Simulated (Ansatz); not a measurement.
# BNH3 (doublet): from Hartree-Fock to the top rungs at distance B1–N2 = 1.118 Å, cc-pVDZ

How much of the correlation energy of BNH3 (doublet) does each wave-function method recover here?

Method: cc-pVDZ, correlated electrons: outside noble gas; program: Ansatz 0.2.0, Gaussian basis.

The runs, in order: UHF; CCSD(T) on ROHF; CCSD(T) on UHF; BCCD(T) on ROHF; CISD; CCSDT(Q) on ROHF; CCSDT(Q) on UHF; CASSCF and MRCISD+Q, 3 electrons in 3 orbitals; CASSCF and NEVPT2, 3 electrons in 3 orbitals.

### Step 1. The system

The geometry derives from a PBE0/def2-TZVP stationary point (not a proven minimum). One bond is set to the value named and the two fragments are kept rigid.

5 atoms, charge 0, spin multiplicity 2.

Atoms are counted from 1 here; the program's logs count them from 0.

Bond lengths: B1–N2 1.118 Å, B1–H3 1.195 Å, N2–H4 1.011 Å, N2–H5 1.007 Å. Angles: N2–B1–H3 125.1°, B1–N2–H4 123.7°, B1–N2–H5 123.2°, H4–N2–H5 113.1°.

In the tables R marks a restricted open-shell determinant and U an unrestricted one; 'pair' is the active space of 3 electrons in 3 orbitals; correlation energies count from the lowest restricted Hartree-Fock solution.

### Step 2. UHF

The input, in.yaml:

```yaml
crystal:
  periodic: [false, false, false]
  atoms:
    - {symbol: B, position_ang: [0.000000, -0.153277, 0.641644]}
    - {symbol: N, position_ang: [0.000000, 0.047857, -0.458115]}
    - {symbol: H, position_ang: [0.000000, 0.684345, 1.494363]}
    - {symbol: H, position_ang: [0.000000, 0.976176, -0.858327]}
    - {symbol: H, position_ang: [0.000000, -0.681533, -1.152073]}
basis:
  gaussian: {orbitals: cc-pVDZ}
magnetization: {spin_polarized: true, initial_magnetization: 1}
hamiltonian: {xc: hf}
output: {orbitals: {seedname: orbitals}}
```

Run with:

```
ansatz run in.yaml --threads 1 --pin off --events-out ev --progress --plain --max-ram 2393MiB
```

After this run come: CCSD(T) on ROHF; CCSD(T) on UHF; BCCD(T) on ROHF; CISD; CCSDT(Q) on ROHF; CCSDT(Q) on UHF; CASSCF and MRCISD+Q, 3 electrons in 3 orbitals; CASSCF and NEVPT2, 3 electrons in 3 orbitals.

**Question.** What will the summary of the whole plan be? Wanted: correlation energy, UCCSDT(Q); RMP2 from UCCSDT(Q); UMP2 from UCCSDT(Q); RCCSD from UCCSDT(Q); RCCSD(T) from UCCSDT(Q); UCCSD(T) from UCCSDT(Q); RCCSDT(Q) from UCCSDT(Q); T1 diagnostic.

**Answer**, as computed:

| quantity | value |
| --- | --- |
| correlation energy, UCCSDT(Q) | -7.2716 eV |
| RMP2 from UCCSDT(Q) | +80.4 kJ/mol |
| UMP2 from UCCSDT(Q) | +80.0 kJ/mol |
| RCCSD from UCCSDT(Q) | +18.5 kJ/mol |
| RCCSD(T) from UCCSDT(Q) | +2.5 kJ/mol |
| UCCSD(T) from UCCSDT(Q) | +2.5 kJ/mol |
| RCCSDT(Q) from UCCSDT(Q) | +0.1 kJ/mol |
| levels of the table within 1 kcal/mol (43 meV) | RCCSD(T), UCCSD(T), BCCD(T), RCCSDT, UCCSDT, RCCSDT(Q) |
| T1 diagnostic | 0.015 |

RCCSD(T) lands +2.5 kJ/mol from the yardstick (0.4 % of the correlation energy). These misses are within one basis, not against nature; the frozen cores of restricted and unrestricted runs differ, which can shift their rows.
